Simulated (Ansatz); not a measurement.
Fluorite SrCl2, treated with LDA (Ansatz, a program for electronic structure, plane waves, PAW).

Numerical settings: plane-wave cutoff 520 eV, 8×8×8 k mesh, Fermi–Dirac smearing 0.01 eV, scalar-relativistic PAW data made under PBE.

The cell has the measured lattice: a = b = c = 6.974 Å, α = β = γ = 90.00°.

Question: Predict the band gap, smallest direct gap on the k points sampled and Γ–Γ gap.

Answer: 
- band gap = 4.88 eV
- smallest direct gap on the k points sampled = 5.16 eV
- Γ–Γ gap = 5.23 eV

Measured, for comparison: band gap 7.5 eV (temperature not stated, not corrected to a static lattice; as tabulated in Aguado et al. (1999), arXiv:cond-mat/9901145).

Note: cell and atoms aren't relaxed at this level (pressure -2.8 GPa).

Spin–orbit coupling is not included.

Static lattice: no zero-point or thermal effects.

Computing time: around 7 core-seconds (rough).
